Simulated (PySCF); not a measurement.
PySCF input (PBE0/6-31G*):

```python
import numpy as np, basis_set_exchange as bse
from pyscf import gto, scf, dft, df
from pyscf.prop.nmr import rks as nmr

basis = {'N': gto.basis.parse(bse.get_basis('6-31G*', elements=['N'], fmt='nwchem'))}
mol = gto.M(
    atom='''
    N    -0.00000000   -0.00000000   -0.54544247
    N     0.00000000    0.00000000    0.54544247
    ''',
    basis=basis,
    charge=0,
    verbose=4,
    max_memory=2160,
)
mf = dft.RKS(mol, xc='pbe0')
mf.grids.level = 3
mf.conv_tol = 1e-9
mf.max_cycle = 100
print('smallest overlap eigenvalue', np.linalg.eigvalsh(mol.intor('int1e_ovlp'))[0])
mf.kernel()
dip = mf.dip_moment()
n = nmr.NMR(mf)
n.verbose = 2
n.max_cycle_cphf = 60
sigma = n.kernel()
for i, x in enumerate(sigma):
    print(mol.atom_symbol(i), i + 1, round(x.trace() / 3, 3))
```

Output:

```
PySCF version 2.14.0

[INPUT] verbose = 4
[INPUT] num. atoms = 2
[INPUT] num. electrons = 14
[INPUT] charge = 0
[INPUT] spin (= nelec alpha-beta = 2S) = 0
[INPUT] symmetry False subgroup None
[INPUT] Mole.unit = angstrom
[INPUT] Symbol           X                Y                Z      unit          X                Y                Z       unit  Magmom
[INPUT]  1 N      0.000000000000   0.000000000000  -0.545442470000 AA    0.000000000000   0.000000000000  -1.030736885006 Bohr   0.0
[INPUT]  2 N      0.000000000000   0.000000000000   0.545442470000 AA    0.000000000000   0.000000000000   1.030736885006 Bohr   0.0

nuclear repulsion = 23.769402605448
number of shells = 12
number of NR pGTOs = 54
number of NR cGTOs = 28
basis = {'N': [[0, [4173.51146, 0.00183477216], [627.457911, 0.013994627], [142.902093, 0.06858655181], [40.2343293, 0.232240873], [12.8202129, 0.4690699481], [4.39043701, 0.3604551991]], [0, [11.62636186, -0.1149611817], [2.716279807, -0.1691174786], [0.7722183966, 1.145851947]], [0, [0.2120314975, 1.0]], [1, [11.62636186, 0.06757974388], [2.716279807, 0.3239072959], [0.7722183966, 0.7408951398]], [1, [0.2120314975, 1.0]], [2, [0.8, 1.0]]]}
ecp = {}
smallest overlap eigenvalue 0.0052817873666981836

******** <class 'pyscf.dft.rks.RKS'> ********
method = RKS
initial guess = minao
damping factor = 0
level_shift factor = 0
DIIS = <class 'pyscf.scf.diis.CDIIS'>
diis_start_cycle = 1
diis_space = 8
diis_damp = 0
SCF conv_tol = 1e-09
SCF conv_tol_grad = None
SCF max_cycles = 100
direct_scf = True
direct_scf_tol = 1e-13
XC library pyscf.dft.libxc version 7.1.2
    S. Lehtola, C. Steigemann, M. J. T. Oliveira, and M. A. L. Marques,  SoftwareX 7, 1–5 (2018)
XC functionals = pbe0
    C. Adamo and V. Barone,  J. Chem. Phys. 110, 6158 (1999)
    M. Ernzerhof and G. E. Scuseria,  J. Chem. Phys. 110, 5029 (1999)
radial grids:
    Treutler-Ahlrichs [JCP 102, 346 (1995); DOI:10.1063/1.469408] (M4) radial grids

becke partition: Becke, JCP 88, 2547 (1988); DOI:10.1063/1.454033
pruning grids: <function nwchem_prune>
grids dens level: 3
symmetrized grids: False
atomic radii adjust function: <function treutler_atomic_radii_adjust>
small_rho_cutoff = 0
Set gradient conv threshold to 3.16228e-05
Initial guess from minao.
tot grids = 27808
init E= -109.555205115575
  HOMO = -0.391601437891844  LUMO = -0.0291445988912812  gap/eV = 9.86295
cycle= 1 E= -109.395956885352  delta_E= 0.159  |g|= 0.0829  |ddm|= 1.83
  HOMO = -0.447726539529277  LUMO = -0.0157478881998461  gap/eV = 11.75474
cycle= 2 E= -109.397153656145  delta_E= -0.0012  |g|= 0.0391  |ddm|= 0.105
  HOMO = -0.436187201663218  LUMO = -0.00325313476839224  gap/eV = 11.78074
cycle= 3 E= -109.397510016862  delta_E= -0.000356  |g|= 0.00352  |ddm|= 0.0342
  HOMO = -0.437936145413101  LUMO = -0.00459662914555034  gap/eV = 11.79177
cycle= 4 E= -109.397513284983  delta_E= -3.27e-06  |g|= 0.000525  |ddm|= 0.00392
  HOMO = -0.43774423198596  LUMO = -0.0044413119983682  gap/eV = 11.79077
cycle= 5 E= -109.397513345958  delta_E= -6.1e-08  |g|= 1.23e-05  |ddm|= 0.000509
  HOMO = -0.437747601541897  LUMO = -0.00444358846773503  gap/eV = 11.79080
cycle= 6 E= -109.397513346021  delta_E= -6.31e-11  |g|= 3.82e-07  |ddm|= 2.2e-05
  HOMO = -0.437747666168756  LUMO = -0.00444356483869621  gap/eV = 11.79081
Extra cycle  E= -109.397513346021  delta_E= -1.42e-13  |g|= 5.58e-08  |ddm|= 9.17e-07
converged SCF energy = -109.397513346021
Dipole moment(X, Y, Z, Debye): -0.00000, -0.00000, -0.00000
N 1 -46.88
N 2 -46.88
```
